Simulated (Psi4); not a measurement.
# PO2 (phosphorus dioxide) at UMP2/DZVP

What is the energy difference between two shapes of PO2 (phosphorus dioxide) at UMP2/DZVP? 

The calculation is run with Psi4 1.11.

5 further runs of the same task are left out: 2 that didn't finish, 3 set aside as unsound or not needed.

**1. The structure to begin with**

PO2 has 3 atoms, charge 0, and is taken as a doublet. As SMILES, `[O]P=O`. The coordinates come from a GFN2-xTB relaxation.

Bond lengths: O1–P2 1.464 Å, P2–O3 1.464 Å. Angles: O1–P2–O3 123.4°.

**2. The energy at UMP2/DZVP**

calc.dat

```
memory 1600 MB

molecule {
  0 2
  O
  P 1 r2
  O 2 r3 1 a3

  r2 = 1.463801
  r3 = 1.464077
  a3 = 123.39747
}

set {
  basis DZVP
  reference uhf
  scf_type pk
  freeze_core true
  mp2_type conv
}

e = energy("mp2")
```

The run is started by

```
$ psi4 calc.dat calc.out -n 1
```

calc.out, shortened:

```text
[...]
  Running in cs symmetry.
[...]
  Nuclear repulsion =   99.891549729722414
[...]
  Multiplicity = 2
[...]
  Nalpha       = 16
  Nbeta        = 15
[...]
    Number of basis functions: 46
[...]
   @UHF iter   1:  -490.20325782881315   -5.40705e-01   1.76353e-02 DIIS/ADIIS
[...]
   @UHF iter  21:  -490.38390909351290   -3.41061e-13   7.26450e-09 DIIS
[...]
   @S^2 Observed:                7.781816350E-01
[...]
    Orbital Energies [Eh]
    ---------------------
    Alpha Occupied:
       1Ap   -80.127395     2Ap   -20.599217     3Ap   -20.599091
       4Ap    -7.647084     5Ap    -5.555252     1App   -5.550214
       6Ap    -5.548670     7Ap    -1.439765     8Ap    -1.380766
       9Ap    -0.798136    10Ap    -0.679446    11Ap    -0.657953
       2App   -0.619227    12Ap    -0.546341     3App   -0.528332
      13Ap    -0.495977
    Alpha Virtual:
       4App    0.029781    14Ap     0.180660    15Ap     0.186990
       5App    0.320821    16Ap     0.329878    17Ap     0.514529
      18Ap     0.554674    19Ap     0.700953    20Ap     0.715303
[...]
  @UHF Final Energy:  -490.38390909351290
   => Energetics <=
    Nuclear Repulsion Energy =             99.8915497297224135
    One-Electron Energy =                -875.9399866749068906
    Two-Electron Energy =                 285.6645278516715507
    Total Energy =                       -490.3839090935128979
  UHF NO Occupations:
  HONO-2 :   11 Ap 1.9960663
  HONO-1 :   12 Ap 1.9904938
[...]
 Multipole Moments:
 ------------------------------------------------------------------------------------
     Multipole            Electronic (a.u.)      Nuclear  (a.u.)        Total (a.u.)
 ------------------------------------------------------------------------------------
 L = 1.  Multiply by 2.5417464519 to convert [e a0] to [Debye]
 Dipole X            :         -1.2561900            0.2885812           -0.9676088
 Dipole Y            :         -0.6764021            0.1553280           -0.5210741
 Dipole Z            :          0.0000000            0.0000000            0.0000000
 Magnitude           :                                                    1.0989927
[...]
	SCS-MP2 Total Energy (a.u.)        :  -490.82525261974695
	SOS-MP2 Total Energy (a.u.)        :  -490.78084258860918
	SCSN-MP2 Total Energy (a.u.)       :  -490.61839405792028
[...]
	SOS-PI-MP2 Total Energy (a.u.)     :  -490.84699817112522
[...]
	MP2 Total Energy (a.u.)            :  -490.84791709950645
[...]
```

Run time: 2.7 s. Hardware: 1 thread of AMD EPYC 7B13 (Zen 3), shared host; peak memory 0.19 GiB.

**3. The distorted shape, same level**

input.json

```json
{
  "schema_name": "qcschema_input",
  "schema_version": 1,
  "molecule": {
    "schema_name": "qcschema_molecule",
    "schema_version": 2,
    "symbols": ["O", "P", "O"],
    "geometry": [0.60941967, 2.62541729, 0.70466753, -0.58571683, -0.39062151, -0.40623065, 0.38393944, -2.42446004, -0.07669831],
    "molecular_charge": 0,
    "molecular_multiplicity": 2
  },
  "driver": "energy",
  "model": {
    "method": "mp2",
    "basis": "DZVP"
  },
  "keywords": {
    "reference": "uhf",
    "scf_type": "pk",
    "freeze_core": true,
    "mp2_type": "conv"
  }
}
```

The run is started by

```
$ psi4 --qcschema input.json -n 1 --memory 1600MB
```

stdout, shortened:

```text
[...]
  Running in cs symmetry.
[...]
  Nuclear repulsion =  100.204552172643361
[...]
  Multiplicity = 2
[...]
  Nalpha       = 16
  Nbeta        = 15
[...]
    Number of basis functions: 46
[...]
   @UHF iter   1:  -489.92737800722944   -1.89346e-01   1.96137e-02 DIIS/ADIIS
[...]
   @UHF iter  29:  -490.22579647046962   -6.25278e-13   5.50092e-09 DIIS
[...]
   @S^2 Observed:                7.645967941E-01
[...]
    Orbital Energies [Eh]
    ---------------------
    Alpha Occupied:
       1Ap   -80.056967     2Ap   -20.617549     3Ap   -20.579831
       4Ap    -7.602105     5Ap    -5.512760     1App   -5.498674
       6Ap    -5.497341     7Ap    -1.532521     8Ap    -1.355670
       9Ap    -0.773180    10Ap    -0.700626    11Ap    -0.685103
       2App   -0.676178    12Ap    -0.608068     3App   -0.554511
      13Ap    -0.437507
    Alpha Virtual:
       4App    0.055008    14Ap     0.156529    15Ap     0.192211
       5App    0.351314    16Ap     0.385914    17Ap     0.398996
      18Ap     0.566813     6App    0.747417    19Ap     0.755074
[...]
  @UHF Final Energy:  -490.22579647046962
   => Energetics <=
    Nuclear Repulsion Energy =            100.2045521726433606
    One-Electron Energy =                -876.4437241273227528
    Two-Electron Energy =                 286.0133754842097460
    Total Energy =                       -490.2257964704696178
  UHF NO Occupations:
  HONO-2 :    3App 1.9978268
  HONO-1 :   12 Ap 1.9973525
[...]
 Multipole Moments:
 ------------------------------------------------------------------------------------
     Multipole            Electronic (a.u.)      Nuclear  (a.u.)        Total (a.u.)
 ------------------------------------------------------------------------------------
 L = 1.  Multiply by 2.5417464519 to convert [e a0] to [Debye]
 Dipole X            :         -0.7329069            0.3245841           -0.4083227
 Dipole Y            :         -0.6053919            0.1234391           -0.4819529
 Dipole Z            :          0.0000000            0.0000000            0.0000000
 Magnitude           :                                                    0.6316692
[...]
	SCS-MP2 Total Energy (a.u.)        :  -490.60975876223921
	SOS-MP2 Total Energy (a.u.)        :  -490.57383307220226
	SCSN-MP2 Total Energy (a.u.)       :  -490.41548411386469
[...]
	SOS-PI-MP2 Total Energy (a.u.)     :  -490.63183917249103
[...]
	MP2 Total Energy (a.u.)            :  -490.62360404202434
[...]
```

The result, in JSON:

```text
{
 "driver": "energy",
 "model": {
  "method": "mp2",
  "basis": "DZVP"
 },
 "success": true,
 "return_result": -490.62360404202434,
 "properties": {
  "calcinfo_nbasis": 46,
  "calcinfo_nmo": 46,
  "calcinfo_nalpha": 16,
  "calcinfo_nbeta": 15,
  "calcinfo_natom": 3,
  "nuclear_repulsion_energy": 100.20455217264336,
  "return_energy": -490.62360404202434,
  "scf_one_electron_energy": -876.4437241273228,
  "scf_two_electron_energy": 286.01337548420975,
  "scf_dipole_moment": [-0.4083227226409223, -0.4819528529995192, 0.0],
  "scf_total_energy": -490.2257964704696,
  "scf_iterations": 29,
  "mp2_same_spin_correlation_energy": -0.10777707011082324,
  "mp2_opposite_spin_correlation_energy": -0.29003050144387515,
  "mp2_singles_energy": 0.0,
  "mp2_doubles_energy": -0.39780757155469837,
  "mp2_correlation_energy": -0.397807571554722,
  "mp2_total_energy": -490.62360404202434
 }
}
```

It took 3 s on 1 thread of AMD EPYC 7B13 (Zen 3), shared host; peak memory 0.19 GiB.

**4. Outcome**

Level: UMP2/DZVP, 7 core orbitals frozen.

| quantity | value |
| --- | --- |
| first shape: total energy | -490.84792 Eh |
| first shape: HOMO energy (Hartree–Fock orbitals) (highest over α and β) | -13.30 eV |
| first shape: LUMO energy (Hartree–Fock orbitals) (lowest over α and β) | -1.54 eV |
| first shape: correlation energy (7 core orbitals frozen) | -464.0 mEh |
| first shape: ⟨S²⟩ of the reference determinant | 0.778 |
| distorted shape: total energy | -490.62360 Eh |
| distorted shape: HOMO energy (Hartree–Fock orbitals) (highest over α and β) | -11.46 eV |
| distorted shape: LUMO energy (Hartree–Fock orbitals) (lowest over α and β) | 1.50 eV |
| distorted shape: correlation energy (7 core orbitals frozen) | -397.8 mEh |
| distorted shape: ⟨S²⟩ of the reference determinant | 0.765 |
| energy change with the atoms displaced | 6.104 eV |

**Reading.** With the atoms displaced the energy rises by 6.10 eV (589 kJ/mol). The first shape isn't relaxed at this level, so the change isn't measured from a minimum.
